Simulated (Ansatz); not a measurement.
System: diamond-structure Ge. Method: rVV10 (PAW; Ansatz, a program for electronic structure).

Run with plane-wave cutoff 520 eV, 10×10×10 k mesh, Fermi–Dirac smearing 0.01 eV, scalar-relativistic PAW data made under PBE.

Cell (relaxed at this level):

```yaml
crystal:
  lattice:
    - [0.00000, 2.90118, 2.90118]
    - [2.90118, 0.00000, 2.90118]
    - [2.90118, 2.90118, 0.00000]
  atoms:
    - { symbol: Ge, position: [0.00000, 0.00000, 0.00000] }
    - { symbol: Ge, position: [0.25000, 0.25000, 0.25000] }
```

Predict the bulk modulus B0 and width of the whole s-p valence band.


* **bulk modulus B0**: 54.7 GPa
* **width of the whole s-p valence band**: 12.28 eV

The run finds no gap.

Measured, for comparison: bulk modulus 77.3 GPa (low-temperature value with the zero-point effect removed, our sources range from 77.3 to 79.4; as tabulated in Tanner et al. (2021), arXiv:2110.11888). Computed (rounded) less measured: bulk modulus -29 % (-29 % to -31 % over the range).

Note: the gap of the solid is closed in this run; this level leaves the solid without a gap, although one is measured.

Spin–orbit coupling is not included.

Computed values are for the static lattice.

Cost on a shared machine: roughly 40 core-seconds.
